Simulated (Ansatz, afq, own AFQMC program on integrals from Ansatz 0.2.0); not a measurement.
AFQMC on a folder of integrals that Ansatz 0.2.0 wrote.

```yaml
crystal:
  periodic: [false, false, false]
  atoms:
    - {symbol: Cl, position_ang: [0.000000, 0.000000, 0.000000]}
    - {symbol: Be, position_ang: [0.000000, 0.000000, 1.944600]}
basis:
  gaussian: {orbitals: aug-cc-pVDZ}
total_charge: -1
magnetization: {spin_polarized: true, initial_magnetization: 0}
correlation: {method: ccsd_t, electrons: outside_noble_gas, hamiltonian_folder: ham}
```

```sh
$ ansatz run in.yaml --threads 1 --pin off --events-out ev --progress --plain --max-ram 1843MiB
```

Options of the walk:

```
--method free --trial cisd --walkers 60 --time-step 0.03 --max-blocks 80 --target-error 0.00038 --factor-cut 1e-05 --seed 3249 --times 0,0.21,0.42,0.81,1.2,1.8,2.4,3 --taylor-order 8
```

Times are imaginary, in 1/Eh. The walk had a cap of 797 s.

Log:

```
orbitals 44  electrons 5 5  factors 321 of 476
reference energy -474.18280766 Eh
CCSD correlation -0.21611137 Eh in 11 cycles, weight of the determinant in the CISD state 0.8571
repeat  energy at the last time / Eh  error
    10  -474.406625  0.000990
    20  -474.407258  0.000703
    30  -474.406891  0.000645
    40  -474.407001  0.000583
    50  -474.406544  0.000522
    60  -474.406621  0.000467
    70  -474.406466  0.000468
    80  -474.406600  0.000434
time / (1/Eh)  energy / Eh  error  mean overlap
  0.00  -474.399036  0.000198  1.1683
  0.21  -474.402369  0.000228  1.1644
  0.42  -474.403906  0.000243  1.1636
  0.81  -474.405183  0.000261  1.1680
  1.20  -474.405639  0.000285  1.1761
  1.80  -474.406899  0.000312  1.1623
  2.40  -474.406443  0.000395  1.1639
  3.00  -474.406600  0.000434  1.1749
energy -474.406600 +/- 0.000434 Eh
```

The run passed its tests (error under three times the target), which doesn't prove that it has relaxed.

Against this walk (error 11.8 meV) on the same determinant: CCSD(T) 26.2 meV higher, CCSDT(Q) 4.6 meV lower (within the noise). The error is statistical, and a free projection of finite length keeps a remainder of its start.

Cautions: remainder of the start not in the error; error above the target (11.8 against 10.3 meV); an unrestricted solution with more broken spin lies lower (28 meV, ⟨S²⟩ 0.26), while this determinant keeps restricted orbitals.

The walk took 4.7 min on 1 thread of Arm Neoverse V2, on a shared host. The log's last line is the free-projection energy.

CCSDT and higher add their correlation energy to the determinant of the CCSD(T) run, since their own runs factorise the integrals more tightly (a shift of under 2 meV). A walk keeps the symmetry of its determinant, which the program's search chose and which needn't be the lowest solution, so a lower state of the same spin and another symmetry isn't excluded.
